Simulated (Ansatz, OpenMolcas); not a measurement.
**A ladder of methods for SiH4O (silanol)**

SiH4O: 6 atoms, total charge 0, spin state singlet. As SMILES, `O[SiH3]`. The shape is that of a PBE0-D4/def2-TZVP optimisation.

Quantity: the vertical energy of the triplet above the singlet, in eV. The values are calculated.

```tsv
level	kind	program	value (eV)	less FCI/STO-3G
HF/STO-3G	Hartree–Fock	OpenMolcas	8.83	-0.41
revPBE/STO-3G	GGA	Ansatz	8.73	-0.51
r2SCAN/STO-3G	meta-GGA	Ansatz	8.89	-0.35
BHLYP/STO-3G	global hybrid	Ansatz	9.00	-0.24
wB97X/STO-3G	range-separated hybrid	Ansatz	9.07	-0.17
RPA@PBE/STO-3G	RPA	Ansatz	9.00	-0.24
CCSDT(Q)/STO-3G	coupled cluster or CI	Ansatz	9.24	0.00
CCSDTQ/STO-3G	coupled cluster or CI	Ansatz	9.24	0.00
FCI/STO-3G	exact in the basis	Ansatz	9.24	0.00
```

FCI/STO-3G is exact within its basis and frozen core, so for wave-function methods in that basis the difference is their error; functionals converge differently with the basis, so for them it is only a difference. The values span 8.73 to 9.24 eV. A triplet this far above the singlet is often a Rydberg-like or dissociative state; sets without diffuse functions put Rydberg states too high. All rows use very small basis sets, so none should be taken for the real molecule's value.
